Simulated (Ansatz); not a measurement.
Molecule: HF, net charge 1, doublet state. 
Geometry from a B3LYP-D3(BJ)/def2-TZVP (Ansatz, a program for electronic structure) optimisation:
```
F
H 1 1.0165
```
Charge +1, spin multiplicity 2.

Parts of the frozen-core correlation energy in cc-pVDZ (Ansatz, hartree). Frozen orbitals: 1; correlated occupied orbitals by spin: 4 and 3; virtual: 14 and 15. UHF or UKS for open shells. Spin-orbit coupling is left out. No relativistic terms.

```csv
term,value
reference (HF),-99.50257
MP2 opposite-spin,-0.11325
MP2 same-spin,-0.03670
CCSD correlation,-0.16298
(T),-0.00166
CCSDT minus CCSD(T),-0.00016
CCSDT(Q) minus CCSD(T),-0.00028
T1 diagnostic,0.008
largest doubles amplitude,0.037
<S^2> of the reference,0.754
```
